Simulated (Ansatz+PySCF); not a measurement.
The numbers below are computed, except where a source is named.
Input for Ansatz (development build ahead of 0.2.0):

```yaml
crystal:
  periodic: [false, false, false]
  atoms:
    - { symbol: O, position_ang: [0.0, 0.0, -0.39057] }
    - { symbol: H, position_ang: [0.0, 0.0, 3.12456] }
    - { symbol: "N", position_ang: [30.0, 0.0, -0.13085] }
    - { symbol: H, position_ang: [30.0, 0.0, 0.91593] }
basis:
  gaussian: { orbitals: "6-31G" }
magnetization:
  initial_magnetization: 3
hamiltonian:
  xc: hf
correlation:
  method: mp2
  frozen_orbitals: { H: 0, "N": 1, O: 1 }
scf:
  omitted_lower_state_checks: [starts, atomic_configurations, cluster_reference, orbital_swaps, given_window_search, neighbouring_geometries, increment]
```

The input is written out in the form of the current development build from the run's settings. Correlation on restricted open-shell orbitals is semicanonical, with singles.

The run gave:

- Converged: yes
- Reference energy: -130.09229 hartree
- Correlation energy: -0.12621 hartree
- Total energy: -130.21850 hartree
- Spin squared of the determinant: 3.750
- Stability test: minimum among restricted orbitals

This is not the lowest solution: another run reaches a determinant 0.53 eV lower. Caution: large amplitudes, a single reference is doubtful; an unrestricted determinant lies well below; another reference gives a lower total.
